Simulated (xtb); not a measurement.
**SiH3O (SMILES O[SiH2]): GFN2-xTB (GBSA cs2, alp 1, hydrogen mass 1 u, kpush 0.01, md dump 40 fs)**

Wanted: molecular dynamics of SiH3O. 

The results are computed with xtb 6.7.1.

5 further runs of the same task are left out: 3 that didn't finish, 2 set aside as unsound or not needed.

### Step 1. The system as given

SiH3O has 5 atoms, charge 0, and is taken as a doublet. As SMILES, `O[SiH2]`. All atoms were displaced at random from a relaxed shape. The run starts from this shape.

Bond lengths: O1–Si2 1.638 Å, O1–H3 0.950 Å, Si2–H4 1.485 Å, Si2–H5 1.406 Å. Angles: O1–Si2–H4 109.9°, O1–Si2–H5 104.7°, Si2–O1–H3 126.3°, H4–Si2–H5 114.8°.

### Step 2. Molecular dynamics at GFN2-xTB (GBSA cs2, alp 1, hydrogen mass 1 u, kpush 0.01, md dump 40 fs)

File xtb.inp:

```
$md
   temp=200
   time=1
   step=1
   dump=40
   hmass=1
   shake=0
$metadyn
   kpush=0.01
   alp=1.0
$wall
   potential=logfermi
   sphere: 5.9, all
$end
```

File mol.coord:

```
$coord
      1.132257753461     -0.852602853456      1.446182836736  o
      0.081069250746      0.675913460804     -1.031408739368  si
      1.459972168268     -2.615450876349      1.549346765332  h
     -2.379420303931     -0.399735656868     -1.844215850366  h
     -0.014647267192      3.218059971052     -0.264074108107  h
$end
```

The run is started by

```bash
$ xtb mol.coord --gbsa cs2 --chrg 0 --uhf 1 --metadyn 100 --gfn2 --input xtb.inp -P 1 > out.txt
```

**Question.** What will come out? Wanted: potential energy of the last frame.

Answer, from the run:

At GFN2-xTB (GBSA cs2, alp 1, hydrogen mass 1 u, kpush 0.01, md dump 40 fs):

| quantity | value |
| --- | --- |
| potential energy of the last frame | -7.29321 Eh |
